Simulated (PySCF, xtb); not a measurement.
BCl₃, SMILES ClB(Cl)Cl.

Harmonic wavenumbers (cm⁻¹) from xtb with GFN2-xTB at its own minimum, in rising order: 223, 223, 370, 425, 723, 724.

Problem. What does PBE-D3(BJ)/def2-SVP in PySCF give at its own minimum? (The exact figures need the calculation; the answer reports its results.)

Solution. 249, 249, 439, 463, 964, 964. Paired by order, the mean absolute difference is 106 cm⁻¹ and the zero-point energies are 3.8 and 4.8 kcal/mol.
